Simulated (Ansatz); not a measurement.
# CH3BSi (SMILES BC#[SiH]): single points off equilibrium

How do the functionals fare away from a minimum? The structure is a structure displaced at random from a GFN2-xTB minimum.

Program: Ansatz 0.2.0, Gaussian basis. Level of theory: single points in def2-TZVPP. These are calculated values, not measurements.

Correlated methods freeze the cores.

### Step 1. Where the work starts

SMILES `BC#[SiH]`, 6 atoms, charge 0, spin multiplicity 1.

Atoms are counted from 1 here; the program's logs count them from 0.

Bond lengths: B1–C2 1.496 Å, B1–H4 1.046 Å, B1–H5 1.138 Å, C2–Si3 1.777 Å, Si3–H6 1.527 Å. Angles: C2–B1–H4 124.0°, C2–B1–H5 108.0°, H4–B1–H5 127.9°, B1–C2–Si3 153.0°, C2–Si3–H6 158.9°.

Coordinates:

```csv
atom,x (Å),y (Å),z (Å)
B1,-0.5253,-0.2831,-1.3113
C2,-0.0658,-0.3367,0.1111
Si3,0.6515,0.3771,1.5721
H4,-1.2328,-0.9343,-1.7231
H5,-0.0051,0.5941,-1.8168
H6,1.0075,0.5455,3.0471
```

### Step 2. CCSD(T)/def2-TZVPP

Contents of run/in.yaml:

```yaml
crystal:
  periodic: [false, false, false]
  atoms:
    - {symbol: B, position_ang: [-0.525300, -0.283100, -1.311300]}
    - {symbol: C, position_ang: [-0.065800, -0.336700, 0.111100]}
    - {symbol: Si, position_ang: [0.651500, 0.377100, 1.572100]}
    - {symbol: H, position_ang: [-1.232800, -0.934300, -1.723100]}
    - {symbol: H, position_ang: [-0.005100, 0.594100, -1.816800]}
    - {symbol: H, position_ang: [1.007500, 0.545500, 3.047100]}
basis:
  gaussian: {orbitals: def2-TZVPP}
correlation: {method: ccsd_t}
output: {forces: true}
```

No record of the launch command was kept for these runs.

### Step 3. PBE0-D4/def2-TZVPP

Changes to run/in.yaml since step 2:

```diff
@@ -11,3 +11,3 @@
   gaussian: {orbitals: def2-TZVPP}
-correlation: {method: ccsd_t}
-output: {forces: true}
+hamiltonian: {xc: pbe0, dispersion: d4}
+output: {forces: true, orbitals: {seedname: orbitals}}
```

### Step 4. wB97M-V/def2-TZVPP

Changes to run/in.yaml since step 3:

```diff
@@ -11,3 +11,3 @@
   gaussian: {orbitals: def2-TZVPP}
-hamiltonian: {xc: pbe0, dispersion: d4}
-output: {forces: true, orbitals: {seedname: orbitals}}
+hamiltonian: {xc: {name: wB97M-V}}
+output: {forces: true}
```

### Step 5. r2SCAN-D4/def2-TZVPP

Changes to run/in.yaml since step 4:

```diff
@@ -11,3 +11,3 @@
   gaussian: {orbitals: def2-TZVPP}
-hamiltonian: {xc: {name: wB97M-V}}
+hamiltonian: {xc: r2scan, dispersion: d4}
 output: {forces: true}
```

### Step 6. PBE-D4/def2-TZVPP

Changes to run/in.yaml since step 5:

```diff
@@ -11,3 +11,3 @@
   gaussian: {orbitals: def2-TZVPP}
-hamiltonian: {xc: r2scan, dispersion: d4}
+hamiltonian: {xc: pbe, dispersion: d4}
 output: {forces: true}
```

### Step 7. LC-wPBE/def2-TZVPP

Changes to run/in.yaml since step 6:

```diff
@@ -11,3 +11,3 @@
   gaussian: {orbitals: def2-TZVPP}
-hamiltonian: {xc: pbe, dispersion: d4}
+hamiltonian: {xc: {name: LC-wPBE}}
 output: {forces: true}
```

### Step 8. HSE06-D4/def2-TZVPP

Changes to run/in.yaml since step 7:

```diff
@@ -11,3 +11,3 @@
   gaussian: {orbitals: def2-TZVPP}
-hamiltonian: {xc: {name: LC-wPBE}}
+hamiltonian: {xc: hse06, dispersion: d4}
 output: {forces: true}
```

(Steps that only read results are left out.)

Q: Predict the outcome of this session. Wanted: energy less free atoms, CCSD(T)/def2-TZVPP; RMS force component; RMS force error; HOMO and LUMO, PBE0-D4; T1 diagnostic.

**Answer**, as computed:

| quantity | value |
| --- | --- |
| energy less free atoms, CCSD(T)/def2-TZVPP | -431.9 kcal/mol |
| RMS force component | 2.112 to 2.356 eV/Å over the methods |
| RMS force error | PBE0-D4 0.290, wB97M-V 0.282, r2SCAN-D4 0.262, PBE-D4 0.297, LC-wPBE 0.448, HSE06-D4 0.286 eV/Å |
| HOMO and LUMO, PBE0-D4 | -6.42 and -2.75 eV |
| T1 diagnostic | 0.049 |

Against CCSD(T) the functionals' energies less atoms differ by -26.7 to +4.1 kcal/mol, PBE-D4 by -26.7 kcal/mol. CCSD(T) in triple zeta still lacks some correlation energy of the bonds, so part of these gaps is its own basis error and they don't rank the functionals. The forces of r2SCAN-D4 come nearest to CCSD(T), those of LC-wPBE are farthest. The T1 diagnostic is large here, over the usual mark for main-group molecules (transition-metal compounds often pass it harmlessly), so CCSD(T) itself may be off. The restricted Hartree–Fock reference is unstable towards an unrestricted one at one or more of these structures.
